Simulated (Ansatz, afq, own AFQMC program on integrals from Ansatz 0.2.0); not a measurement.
BSiH$_{3}$, triplet in cc-pVTZ, levels against CCSDT(Q)

```xyz
5

B    -1.9910    0.0000    0.0000
H    -2.5878    1.0336    0.0000
H    -2.5878   -1.0336    0.0000
H    -0.6080    0.0000    0.0000
Si    0.9740    0.0000    0.0000
```

Connectivity, by distances: BH2 ··· Si, 1 bridging H.

Basis cc-pVTZ. Only valence electrons are correlated. Ansatz 0.2.0 and our own AFQMC program on the same integrals; the CISD trial comes from CCSD amplitudes, and released means the phaseless constraint is let go. Error bars are statistical, one sigma.

Determinant: UHF, the one that the program's search chose, which needn't be the lowest solution. The geometry is a point of a scan.

No full CI on the walks' own integrals is used here; CCSDT(Q) serves as the reference and is uncertain by about the last step of the cluster series.

Cautions: lower spins were not checked; the released energies have errors that jump between times, so the bars are unsure, so no released level is given (meV from the phaseless value at times in 1/Eh: -23 ± 12 at 0.24, -24 ± 3 at 0.51, -32 ± 5 at 0.99, -34 ± 6 at 1.62, -41 ± 8 at 2.40), though the last usable value meets CCSDT(Q) within the noise.

```
T1 diagnostic                               : 0.0384
weight of the determinant in the CISD state : 0.849
⟨S²⟩ of the determinant                     : 2.040
size of the correlated space                : 10 electrons in 100 orbitals
```

Reference: CCSDT(Q), correlation energy -6.370 eV.

```json
{"level": "HF", "E − E(reference) (meV)": "6370.3", "share of correlation (%)": "0.00"}
{"level": "MP2", "E − E(reference) (meV)": "1380.8", "share of correlation (%)": "78.32"}
{"level": "CCSD", "E − E(reference) (meV)": "294.1", "share of correlation (%)": "95.38"}
{"level": "CCSD(T)", "E − E(reference) (meV)": "64.3", "share of correlation (%)": "98.99"}
{"level": "CCSDT", "E − E(reference) (meV)": "12.4", "share of correlation (%)": "99.81"}
{"level": "ph-AFQMC/CISD", "E − E(reference) (meV)": "28.7 ± 5.2", "share of correlation (%)": "99.55"}
```

A walk keeps the symmetry of its determinant, which the program's search chose and which needn't be the lowest solution, so a lower state of the same spin and another symmetry isn't excluded.
